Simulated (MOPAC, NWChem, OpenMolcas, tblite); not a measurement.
## A ladder of methods for C2F3N (cyanotrifluoromethane)

The species is C2F3N (6 atoms), meant as a singlet with charge 0. As SMILES, `N#CC(F)(F)F`. The shape is that of a PBE0-D4/def2-TZVP optimisation.

```csv
atom,x (Å),y (Å),z (Å)
N,1.0221,-1.7051,0.8935
C,0.4862,-0.8106,0.4178
C,-0.2064,0.3456,-0.1972
F,-1.3160,-0.0558,-0.8023
F,0.5815,0.9270,-1.0915
F,-0.5252,1.2348,0.7336
```

Quantity: the dipole moment, in D. The values are calculated.

**The experiment to reproduce.** NIST CCCBDB; in doubt: newer work gives another value gives the dipole moment of the gas as 1.33 D.

```
        level            kind     program  value (D)  computed − measured   CPU time
    IPEA1-xTB  semi-empirical      tblite       0.88                -0.45  under 2 s
          PM7  semi-empirical       MOPAC       0.90                -0.43  under 2 s
   HF/cc-pVDZ    Hartree–Fock      NWChem       1.21                -0.12       51 s
SVWN5/cc-pVDZ             LDA  OpenMolcas       1.41                +0.08       20 s
  PBE/cc-pVDZ             GGA      NWChem       1.44                +0.11       21 s
M06-L/cc-pVDZ        meta-GGA  OpenMolcas       1.42                +0.09       40 s
 PBE0/cc-pVDZ   global hybrid  OpenMolcas       1.33                 0.00       26 s
```

Nearest: PBE0/cc-pVDZ (0.00 D); farthest: IPEA1-xTB (-0.45 D). The measured dipole is a vibrational average, so differences of a few hundredths of a debye mean little. Computed less measured by kind, in D (cc-pVDZ rows): semi-empirical -0.45 to -0.43; Hartree–Fock -0.12; LDA +0.08; GGA +0.11; meta-GGA +0.09; global hybrid +0.00. Magnitudes only. Times are those of the runs behind each value, whatever else they computed, on shared processors of several kinds: orders of magnitude only.
